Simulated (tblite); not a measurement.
Compound: C₅H₇N.
SMILES with atom numbers: `[H]/[N:6]=[CH:5]/[CH:4]=[CH:3]\[CH:2]=[CH2:1]` (hydrogens: H7, H8 on C1; H9 on C2; H10 on C3; H11 on C4; H12 on C5; H13 on N6)

Computed with GFN2-xTB (tblite), gas phase: Langevin dynamics at 600 K from the optimised GFN2-xTB geometry, time step 0.5 fs, friction 0.01 fs⁻¹, 2000 steps. The instantaneous temperature is 2·E(kin)/(3Nk) with all 3N coordinates.

```json
{"t (fs)": "0", "T (K)": "500", "E(pot) above start (eV)": "0.000", "C1=C2 (Å)": "1.332", "C2–C3 (Å)": "1.441", "C3=C4 (Å)": "1.345", "C4–C5 (Å)": "1.444", "C5=N6 (Å)": "1.265", "C1–H7 (Å)": "1.077", "C1–C2–C3–C4 (°)": "180"}
{"t (fs)": "25", "T (K)": "441", "E(pot) above start (eV)": "0.593", "C1=C2 (Å)": "1.305", "C2–C3 (Å)": "1.429", "C3=C4 (Å)": "1.340", "C4–C5 (Å)": "1.431", "C5=N6 (Å)": "1.265", "C1–H7 (Å)": "1.164", "C1–C2–C3–C4 (°)": "173"}
{"t (fs)": "50", "T (K)": "700", "E(pot) above start (eV)": "0.422", "C1=C2 (Å)": "1.339", "C2–C3 (Å)": "1.417", "C3=C4 (Å)": "1.321", "C4–C5 (Å)": "1.403", "C5=N6 (Å)": "1.244", "C1–H7 (Å)": "1.049", "C1–C2–C3–C4 (°)": "155"}
{"t (fs)": "75", "T (K)": "390", "E(pot) above start (eV)": "0.939", "C1=C2 (Å)": "1.329", "C2–C3 (Å)": "1.438", "C3=C4 (Å)": "1.311", "C4–C5 (Å)": "1.513", "C5=N6 (Å)": "1.264", "C1–H7 (Å)": "1.043", "C1–C2–C3–C4 (°)": "133"}
{"t (fs)": "100", "T (K)": "418", "E(pot) above start (eV)": "1.060", "C1=C2 (Å)": "1.335", "C2–C3 (Å)": "1.435", "C3=C4 (Å)": "1.390", "C4–C5 (Å)": "1.492", "C5=N6 (Å)": "1.280", "C1–H7 (Å)": "1.154", "C1–C2–C3–C4 (°)": "129"}
{"t (fs)": "125", "T (K)": "538", "E(pot) above start (eV)": "0.718", "C1=C2 (Å)": "1.335", "C2–C3 (Å)": "1.445", "C3=C4 (Å)": "1.366", "C4–C5 (Å)": "1.421", "C5=N6 (Å)": "1.258", "C1–H7 (Å)": "1.081", "C1–C2–C3–C4 (°)": "117"}
{"t (fs)": "150", "T (K)": "494", "E(pot) above start (eV)": "1.057", "C1=C2 (Å)": "1.288", "C2–C3 (Å)": "1.483", "C3=C4 (Å)": "1.294", "C4–C5 (Å)": "1.422", "C5=N6 (Å)": "1.282", "C1–H7 (Å)": "0.990", "C1–C2–C3–C4 (°)": "123"}
{"t (fs)": "175", "T (K)": "550", "E(pot) above start (eV)": "1.142", "C1=C2 (Å)": "1.305", "C2–C3 (Å)": "1.512", "C3=C4 (Å)": "1.297", "C4–C5 (Å)": "1.470", "C5=N6 (Å)": "1.260", "C1–H7 (Å)": "1.155", "C1–C2–C3–C4 (°)": "136"}
{"t (fs)": "200", "T (K)": "587", "E(pot) above start (eV)": "0.982", "C1=C2 (Å)": "1.358", "C2–C3 (Å)": "1.442", "C3=C4 (Å)": "1.389", "C4–C5 (Å)": "1.491", "C5=N6 (Å)": "1.250", "C1–H7 (Å)": "1.161", "C1–C2–C3–C4 (°)": "135"}
{"t (fs)": "225", "T (K)": "550", "E(pot) above start (eV)": "1.196", "C1=C2 (Å)": "1.363", "C2–C3 (Å)": "1.475", "C3=C4 (Å)": "1.400", "C4–C5 (Å)": "1.395", "C5=N6 (Å)": "1.249", "C1–H7 (Å)": "1.021", "C1–C2–C3–C4 (°)": "144"}
{"t (fs)": "250", "T (K)": "723", "E(pot) above start (eV)": "0.677", "C1=C2 (Å)": "1.320", "C2–C3 (Å)": "1.503", "C3=C4 (Å)": "1.371", "C4–C5 (Å)": "1.441", "C5=N6 (Å)": "1.267", "C1–H7 (Å)": "1.095", "C1–C2–C3–C4 (°)": "159"}
{"t (fs)": "275", "T (K)": "430", "E(pot) above start (eV)": "0.886", "C1=C2 (Å)": "1.302", "C2–C3 (Å)": "1.527", "C3=C4 (Å)": "1.319", "C4–C5 (Å)": "1.442", "C5=N6 (Å)": "1.245", "C1–H7 (Å)": "1.129", "C1–C2–C3–C4 (°)": "163"}
{"t (fs)": "300", "T (K)": "476", "E(pot) above start (eV)": "0.746", "C1=C2 (Å)": "1.320", "C2–C3 (Å)": "1.509", "C3=C4 (Å)": "1.312", "C4–C5 (Å)": "1.506", "C5=N6 (Å)": "1.286", "C1–H7 (Å)": "1.082", "C1–C2–C3–C4 (°)": "175"}
{"t (fs)": "325", "T (K)": "559", "E(pot) above start (eV)": "0.742", "C1=C2 (Å)": "1.354", "C2–C3 (Å)": "1.452", "C3=C4 (Å)": "1.338", "C4–C5 (Å)": "1.481", "C5=N6 (Å)": "1.274", "C1–H7 (Å)": "1.054", "C1–C2–C3–C4 (°)": "171"}
{"t (fs)": "350", "T (K)": "377", "E(pot) above start (eV)": "0.860", "C1=C2 (Å)": "1.318", "C2–C3 (Å)": "1.343", "C3=C4 (Å)": "1.395", "C4–C5 (Å)": "1.488", "C5=N6 (Å)": "1.266", "C1–H7 (Å)": "1.132", "C1–C2–C3–C4 (°)": "159"}
{"t (fs)": "375", "T (K)": "578", "E(pot) above start (eV)": "0.826", "C1=C2 (Å)": "1.327", "C2–C3 (Å)": "1.417", "C3=C4 (Å)": "1.423", "C4–C5 (Å)": "1.467", "C5=N6 (Å)": "1.263", "C1–H7 (Å)": "1.095", "C1–C2–C3–C4 (°)": "150"}
{"t (fs)": "400", "T (K)": "575", "E(pot) above start (eV)": "1.239", "C1=C2 (Å)": "1.312", "C2–C3 (Å)": "1.456", "C3=C4 (Å)": "1.312", "C4–C5 (Å)": "1.518", "C5=N6 (Å)": "1.334", "C1–H7 (Å)": "1.014", "C1–C2–C3–C4 (°)": "180"}
{"t (fs)": "425", "T (K)": "910", "E(pot) above start (eV)": "1.056", "C1=C2 (Å)": "1.370", "C2–C3 (Å)": "1.527", "C3=C4 (Å)": "1.317", "C4–C5 (Å)": "1.475", "C5=N6 (Å)": "1.326", "C1–H7 (Å)": "1.165", "C1–C2–C3–C4 (°)": "-149"}
{"t (fs)": "450", "T (K)": "880", "E(pot) above start (eV)": "1.072", "C1=C2 (Å)": "1.355", "C2–C3 (Å)": "1.422", "C3=C4 (Å)": "1.393", "C4–C5 (Å)": "1.420", "C5=N6 (Å)": "1.250", "C1–H7 (Å)": "1.091", "C1–C2–C3–C4 (°)": "-152"}
{"t (fs)": "475", "T (K)": "664", "E(pot) above start (eV)": "1.187", "C1=C2 (Å)": "1.318", "C2–C3 (Å)": "1.419", "C3=C4 (Å)": "1.383", "C4–C5 (Å)": "1.384", "C5=N6 (Å)": "1.278", "C1–H7 (Å)": "1.049", "C1–C2–C3–C4 (°)": "-160"}
{"t (fs)": "500", "T (K)": "564", "E(pot) above start (eV)": "1.045", "C1=C2 (Å)": "1.336", "C2–C3 (Å)": "1.439", "C3=C4 (Å)": "1.344", "C4–C5 (Å)": "1.485", "C5=N6 (Å)": "1.294", "C1–H7 (Å)": "1.114", "C1–C2–C3–C4 (°)": "-151"}
{"t (fs)": "525", "T (K)": "805", "E(pot) above start (eV)": "0.753", "C1=C2 (Å)": "1.340", "C2–C3 (Å)": "1.465", "C3=C4 (Å)": "1.337", "C4–C5 (Å)": "1.479", "C5=N6 (Å)": "1.265", "C1–H7 (Å)": "1.103", "C1–C2–C3–C4 (°)": "-137"}
{"t (fs)": "550", "T (K)": "785", "E(pot) above start (eV)": "0.731", "C1=C2 (Å)": "1.315", "C2–C3 (Å)": "1.481", "C3=C4 (Å)": "1.318", "C4–C5 (Å)": "1.481", "C5=N6 (Å)": "1.214", "C1–H7 (Å)": "1.072", "C1–C2–C3–C4 (°)": "-164"}
{"t (fs)": "575", "T (K)": "622", "E(pot) above start (eV)": "0.839", "C1=C2 (Å)": "1.314", "C2–C3 (Å)": "1.530", "C3=C4 (Å)": "1.348", "C4–C5 (Å)": "1.461", "C5=N6 (Å)": "1.291", "C1–H7 (Å)": "1.069", "C1–C2–C3–C4 (°)": "176"}
{"t (fs)": "600", "T (K)": "565", "E(pot) above start (eV)": "0.902", "C1=C2 (Å)": "1.294", "C2–C3 (Å)": "1.461", "C3=C4 (Å)": "1.357", "C4–C5 (Å)": "1.523", "C5=N6 (Å)": "1.302", "C1–H7 (Å)": "1.083", "C1–C2–C3–C4 (°)": "169"}
{"t (fs)": "625", "T (K)": "512", "E(pot) above start (eV)": "0.894", "C1=C2 (Å)": "1.306", "C2–C3 (Å)": "1.414", "C3=C4 (Å)": "1.369", "C4–C5 (Å)": "1.495", "C5=N6 (Å)": "1.276", "C1–H7 (Å)": "1.106", "C1–C2–C3–C4 (°)": "169"}
{"t (fs)": "650", "T (K)": "453", "E(pot) above start (eV)": "1.381", "C1=C2 (Å)": "1.364", "C2–C3 (Å)": "1.461", "C3=C4 (Å)": "1.309", "C4–C5 (Å)": "1.452", "C5=N6 (Å)": "1.254", "C1–H7 (Å)": "1.072", "C1–C2–C3–C4 (°)": "179"}
{"t (fs)": "675", "T (K)": "659", "E(pot) above start (eV)": "0.798", "C1=C2 (Å)": "1.384", "C2–C3 (Å)": "1.466", "C3=C4 (Å)": "1.337", "C4–C5 (Å)": "1.445", "C5=N6 (Å)": "1.300", "C1–H7 (Å)": "1.035", "C1–C2–C3–C4 (°)": "173"}
{"t (fs)": "700", "T (K)": "656", "E(pot) above start (eV)": "0.684", "C1=C2 (Å)": "1.328", "C2–C3 (Å)": "1.450", "C3=C4 (Å)": "1.362", "C4–C5 (Å)": "1.424", "C5=N6 (Å)": "1.259", "C1–H7 (Å)": "1.084", "C1–C2–C3–C4 (°)": "173"}
{"t (fs)": "725", "T (K)": "474", "E(pot) above start (eV)": "0.995", "C1=C2 (Å)": "1.303", "C2–C3 (Å)": "1.453", "C3=C4 (Å)": "1.384", "C4–C5 (Å)": "1.529", "C5=N6 (Å)": "1.269", "C1–H7 (Å)": "1.107", "C1–C2–C3–C4 (°)": "164"}
{"t (fs)": "750", "T (K)": "737", "E(pot) above start (eV)": "0.698", "C1=C2 (Å)": "1.336", "C2–C3 (Å)": "1.475", "C3=C4 (Å)": "1.317", "C4–C5 (Å)": "1.460", "C5=N6 (Å)": "1.247", "C1–H7 (Å)": "1.044", "C1–C2–C3–C4 (°)": "160"}
{"t (fs)": "775", "T (K)": "499", "E(pot) above start (eV)": "0.948", "C1=C2 (Å)": "1.317", "C2–C3 (Å)": "1.408", "C3=C4 (Å)": "1.338", "C4–C5 (Å)": "1.394", "C5=N6 (Å)": "1.260", "C1–H7 (Å)": "1.079", "C1–C2–C3–C4 (°)": "169"}
{"t (fs)": "800", "T (K)": "546", "E(pot) above start (eV)": "0.931", "C1=C2 (Å)": "1.337", "C2–C3 (Å)": "1.428", "C3=C4 (Å)": "1.389", "C4–C5 (Å)": "1.427", "C5=N6 (Å)": "1.257", "C1–H7 (Å)": "1.098", "C1–C2–C3–C4 (°)": "-178"}
{"t (fs)": "825", "T (K)": "577", "E(pot) above start (eV)": "0.965", "C1=C2 (Å)": "1.341", "C2–C3 (Å)": "1.430", "C3=C4 (Å)": "1.366", "C4–C5 (Å)": "1.474", "C5=N6 (Å)": "1.309", "C1–H7 (Å)": "1.032", "C1–C2–C3–C4 (°)": "-172"}
{"t (fs)": "850", "T (K)": "408", "E(pot) above start (eV)": "0.807", "C1=C2 (Å)": "1.330", "C2–C3 (Å)": "1.510", "C3=C4 (Å)": "1.285", "C4–C5 (Å)": "1.386", "C5=N6 (Å)": "1.273", "C1–H7 (Å)": "1.066", "C1–C2–C3–C4 (°)": "-178"}
{"t (fs)": "875", "T (K)": "614", "E(pot) above start (eV)": "0.339", "C1=C2 (Å)": "1.301", "C2–C3 (Å)": "1.487", "C3=C4 (Å)": "1.317", "C4–C5 (Å)": "1.466", "C5=N6 (Å)": "1.237", "C1–H7 (Å)": "1.064", "C1–C2–C3–C4 (°)": "173"}
{"t (fs)": "900", "T (K)": "425", "E(pot) above start (eV)": "0.638", "C1=C2 (Å)": "1.337", "C2–C3 (Å)": "1.455", "C3=C4 (Å)": "1.414", "C4–C5 (Å)": "1.467", "C5=N6 (Å)": "1.269", "C1–H7 (Å)": "1.082", "C1–C2–C3–C4 (°)": "169"}
{"t (fs)": "925", "T (K)": "338", "E(pot) above start (eV)": "0.954", "C1=C2 (Å)": "1.345", "C2–C3 (Å)": "1.377", "C3=C4 (Å)": "1.411", "C4–C5 (Å)": "1.493", "C5=N6 (Å)": "1.293", "C1–H7 (Å)": "1.047", "C1–C2–C3–C4 (°)": "168"}
{"t (fs)": "950", "T (K)": "367", "E(pot) above start (eV)": "0.863", "C1=C2 (Å)": "1.342", "C2–C3 (Å)": "1.425", "C3=C4 (Å)": "1.367", "C4–C5 (Å)": "1.476", "C5=N6 (Å)": "1.265", "C1–H7 (Å)": "1.123", "C1–C2–C3–C4 (°)": "170"}
{"t (fs)": "975", "T (K)": "381", "E(pot) above start (eV)": "0.805", "C1=C2 (Å)": "1.315", "C2–C3 (Å)": "1.466", "C3=C4 (Å)": "1.319", "C4–C5 (Å)": "1.526", "C5=N6 (Å)": "1.260", "C1–H7 (Å)": "1.063", "C1–C2–C3–C4 (°)": "-174"}
{"t (fs)": "1000", "T (K)": "522", "E(pot) above start (eV)": "0.618", "C1=C2 (Å)": "1.311", "C2–C3 (Å)": "1.478", "C3=C4 (Å)": "1.325", "C4–C5 (Å)": "1.499", "C5=N6 (Å)": "1.249", "C1–H7 (Å)": "1.081", "C1–C2–C3–C4 (°)": "-170"}
```

**Question.** From 500 fs on, how do temperature and potential energy compare with equipartition?

**Answer.** The mean temperature of these 21 frames is 548 K against the target 600 K, and the mean potential energy 0.84 eV against 33 × kT/2 = 0.85 eV for 33 classical harmonic modes. For 13 atoms in a canonical ensemble the temperature itself scatters by T·√(2/(3N)) = 136 K; here its standard deviation is 129 K. The whole run lasts only 10 friction times of 100 fs, so these averages carry a wide statistical error.

**Question.** What are the kinetic and total energies of the listed frame with the highest potential energy?

**Answer.** The one at 650 fs, 1.381 eV above the start. Its kinetic energy is 3NkT/2 = 0.762 eV at 453 K, so the sum is 2.14 eV; over the listed frames the sum runs from 0.84 to 2.58 eV, since the thermostat adds and removes energy.

**Question.** How much do the listed bonds fluctuate from 500 fs on?

**Answer.** 
| bond | at the start (Å) | mean (Å) | standard deviation (Å) |
| --- | --- | --- | --- |
| C1=C2 | 1.332 | 1.328 | 0.021 |
| C2–C3 | 1.441 | 1.455 | 0.034 |
| C3=C4 | 1.345 | 1.348 | 0.033 |
| C4–C5 | 1.444 | 1.469 | 0.038 |
| C5=N6 | 1.265 | 1.269 | 0.023 |
| C1–H7 | 1.077 | 1.077 | 0.025 |

The motion is classical and holds no zero-point motion.

The cost below is that of the whole dynamics run. Hardware: one thread, Intel Xeon at 2.50 GHz (x86_64), shared host. Cost: 22 s wall, 0.18 GiB resident at most.
